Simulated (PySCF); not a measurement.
Species: C₄H₆O₂.
Cartesian coordinates in Å at the GFN2-xTB level; atoms count from 1:
```xyz
12
C4H6O2 angstrom
C     -1.8821   -0.1902   -0.2549
C     -0.4306   -0.2298    0.1910
O      0.3208    0.5982   -0.6718
C      1.6668    0.6531   -0.3751
C      2.2843    0.0361    0.5880
O      2.8962   -0.4925    1.4360
H     -2.4848   -0.8211    0.3918
H     -1.9641   -0.5444   -1.2788
H     -2.2550    0.8293   -0.2100
H     -0.0396   -1.2584    0.1520
H     -0.3321    0.1282    1.2276
H      2.2214    1.2909   -1.0453
```

Theory: TDDFT PBE0/def2-SVPD, vertical, gas phase, core orbitals frozen in the response (PySCF 2.14.0, density-fitted response routines).

Transition dipole moments from the ground state, in atomic units and in the frame of the coordinates above (overall signs are arbitrary), for the states with f of 0.002 or more among the lowest 6:

```tsv
state	E (hartree)	μx	μy	μz
S2	0.2072	0.061	-0.289	-0.224
S6	0.2571	0.173	-0.046	0.106
```

(1) Work out the oscillator strengths.

(2) Label these states by symmetry in Cs.

(3) How is the summed strength of these states shared among x, y and z?

(4) What peak molar absorption coefficient would the strongest computed level give as a lone Gaussian band 0.4 eV wide at half height?

## Answers

(1) f = (2/3) ΔE |μ|² with ΔE in hartree (27.2114 eV).

| state | \|μ\|² (au) | \|μ\| (D) | f |
| --- | --- | --- | --- |
| S2 | 0.138 | 0.94 | 0.019 |
| S6 | 0.043 | 0.53 | 0.007 |

(2) From a totally symmetric ground state, an allowed state transforms like the component of the dipole operator along its μ. Polarised normal to the mirror plane, so A″: S2. Polarised in the mirror plane, so A′: S6.

(3) (2/3) Σ ΔE μα² gives 0.006 for x, 0.012 for y and 0.009 for z, 0.026 in all.

(4) ε(max) = 2.175×10⁸ f / FWHM, with the width in cm⁻¹. S2: 2.175×10⁸ × 0.0190 / 3226 ≈ 1300 L mol⁻¹ cm⁻¹.

One conformer stands for the species.
